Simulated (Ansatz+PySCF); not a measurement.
The numbers below are computed, except where a source is named.
Several solutions for singlet O₃

```tsv
atom	x (Å)	y (Å)	z (Å)
O	0.0000	0.0000	-0.4204
O	0.0000	1.0607	0.2102
O	0.0000	-1.0607	0.2102
```

Basis set: def2-SVP (spherical functions). Charge 0, multiplicity 1.

UHF was run from several starts with Ansatz (development build ahead of 0.2.0) and PySCF 2.14.0.

| run | program | start | converged | energy (hartree) | <S²> |
| --- | --- | --- | --- | --- | --- |
| A | Ansatz | search for the lowest state | yes | -224.14356 | 0.89 |
| B | PySCF | guess minao, instabilities followed | yes | -224.14356 | 0.89 |
| C | PySCF | guess atom, instabilities followed | yes | -224.14356 | 0.89 |
| D | PySCF | guess huckel, instabilities followed | yes | -224.14356 | 0.89 |
| E | PySCF | program defaults | yes | -224.07008 | 0.00 |
| F | PySCF | guess 1e, instabilities followed | yes | -224.14356 | 0.89 |
| G | Ansatz | atomic start, no search | yes | -224.07008 | 0.00 |
| H | Ansatz | stability test followed | yes | -224.14356 | 0.89 |

(1) Which runs reached the lowest solution of this kind, and what is wrong with the others?

Answers

(1) A, B, C, D, F, H reached the lowest solution found. Converged but too high: E by 2.00 eV, G by 2.00 eV. Convergence only shows a stationary point, and even a stable one can lie too high; stability tests and further starts are what find lower ones. Caution: the unrestricted determinant is a mixture of spin states. Caution: the determinant breaks the point group.
